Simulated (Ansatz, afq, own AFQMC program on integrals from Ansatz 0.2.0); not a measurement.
Integrals from Ansatz 0.2.0, then the random walk in our own AFQMC program (afq).

```yaml
crystal:
  periodic: [false, false, false]
  atoms:
    - {symbol: Al, position_ang: [0.000000, 0.000000, 0.000000]}
basis:
  gaussian: {orbitals: aug-cc-pVDZ}
magnetization: {spin_polarized: true, initial_magnetization: 1}
correlation: {method: ccsd_t, electrons: outside_noble_gas, hamiltonian_folder: ham}
```

```sh
$ ansatz run in.yaml --threads 1 --pin off --events-out ev --progress --plain --max-ram 16896MiB --backend cuda --devices 0, --max-vram 18GiB
```

Options of the walk:

```
--method free --trial hf --walkers 100 --time-step 0.05 --max-blocks 60 --target-error 0.00042 --factor-cut 0.0001 --seed 4813 --times 0,0.5,1,2 --taylor-order 2
```

Times are imaginary, in 1/Eh. The walk had a cap of 60 s.

```
orbitals 22  electrons 2 1  factors 113 of 143
reference energy -241.87415810 Eh
CCSD correlation -0.04774551 Eh in 11 cycles, weight of the determinant in the CISD state 0.9300
repeat  energy at the last time / Eh  error
    10  -241.923427  0.000985
    20  -241.922488  0.000858
    30  -241.922949  0.000632
    40  -241.923710  0.000557
    50  -241.923990  0.000526
    60  -241.924143  0.000467
time / (1/Eh)  energy / Eh  error  mean overlap
  0.00  -241.922634  0.000485  1.0000
  0.50  -241.923238  0.000436  1.0063
  1.00  -241.923781  0.000474  1.0105
  2.00  -241.924143  0.000467  1.0262
energy -241.924143 +/- 0.000467 Eh
```

The run passed its tests (error under three times the target), which doesn't prove that it has relaxed.

Against this walk (error 12.7 meV) on the same determinant: CCSD(T) 39.6 meV higher, full CI 28.4 meV higher. The error is statistical, and a free projection of finite length keeps a remainder of its start.

A setting was made bad on purpose (series of the exponential too short), so the walk's energy isn't to be trusted.

Cautions: remainder of the start not in the error; error above the target (12.7 against 11.4 meV); the time-step error isn't removed.

A walk keeps the symmetry of its determinant, which the program's search chose and which needn't be the lowest solution, so a lower state of the same spin and another symmetry isn't excluded.
